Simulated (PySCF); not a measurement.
**Core binding energy against partial charge**

Compound: C₄H₃FS.
Cartesian coordinates in Å at the PBE0-D3(BJ)/def2-SVP level; atoms count from 1:
```
atom  x, y, z in Å
F1    -1.1536   -0.2726    1.9301
C2    -0.5759   -0.0441    0.7582
C3     0.7066   -0.5631    0.4332
C4     1.0848   -0.1888   -0.8279
S5    -0.1083    0.7751   -1.5996
C6    -1.1484    0.7027   -0.2352
H7     1.3001   -1.1783    1.1093
H8     2.0106   -0.4306   -1.3479
H9    -2.1159    1.1998   -0.2202
```

Binding energies: delta-SCF UKS SCAN, pcX-2 on the ionised atom, pcseg-1 elsewhere, spin-free X2C (PySCF 2.14.0). Charges: PBE0/pcSseg-1 ground-state density, for the ionised atom.

```
atom                        environment  C 1s (eV)  Mulliken (e)  IAO (e)  Hirshfeld (e)  ESP (e)
  C3                 aromatic CH carbon     290.77        -0.116   -0.216         -0.086   -0.244
  C6  aromatic CH next to a ring sulfur     290.91        -0.341   -0.384         -0.113   -0.411
  C4  aromatic CH next to a ring sulfur     291.09        -0.280   -0.313         -0.079   -0.301
  C2                aromatic C–F carbon     292.87        +0.308   +0.267         +0.062   +0.342
```

Give the correlation coefficient and slope of binding energy on charge for each scheme.

Hirshfeld: r = 0.98, slope 12.2 eV per e; ESP: r = 0.96, slope 2.8 eV per e; IAO: r = 0.95, slope 3.2 eV per e; Mulliken: r = 0.91, slope 3.1 eV per e. On 4 points no scheme stands out.

The point-charge model writes a binding energy as kq + V + constant, with V the potential of the other atoms' charges at the site. What does it give with the Mulliken charges?

V = Σ 14.40 eV Å × q/r over all other atoms: +1.24 eV at C3, +4.71 eV at C6, +3.28 eV at C4, -5.41 eV at C2. Fitting binding energy − V to q gives k = 18.3 eV per e and leaves an rms residual of 0.47 eV, against 0.35 eV for the fit on q alone. The model has no term for differences in relaxation between sites.

Geometry: PBE0-D3(BJ)/def2-SVP; no solvent, vibrations or thermal averaging.
